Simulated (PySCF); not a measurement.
# Electron affinity of B by level of theory

B⁻ [He] 2s2 2p2 (3P) → B [He] 2s2 2p1 (2P), as a difference of total energies. Calculation: PySCF 2.14, in aug-cc-pVDZ-DK (4s3p2d, 23 functions); the spin-free X2C one-electron Hamiltonian (Gaussian nucleus). Correlated levels: valence: 1s2 frozen. The calculations carry no spin-orbit coupling.

```tsv
method	electron affinity (eV)
UHF	-0.302
SCS-MP2 (valence)	0.006
CCSD (valence)	0.124
CCSDT (valence)	0.185
FCI (valence)	0.189
```

Q: Estimate what CCSD(T) (valence) gives.

A: 0.170 eV, closest to CCSDT (valence) among the rows shown.

Q: Estimate what MP2 (valence) gives.

A: 0.142 eV, closest to CCSD (valence) among the rows shown.

Errors of the correlated levels include the incompleteness of this basis and the frozen core.

A negative affinity means that the anion lies above the atom at that level of theory.

For comparison: 0.280 eV (measured; photodetachment measurements, as compiled on the Wikipedia data page of electron affinities).
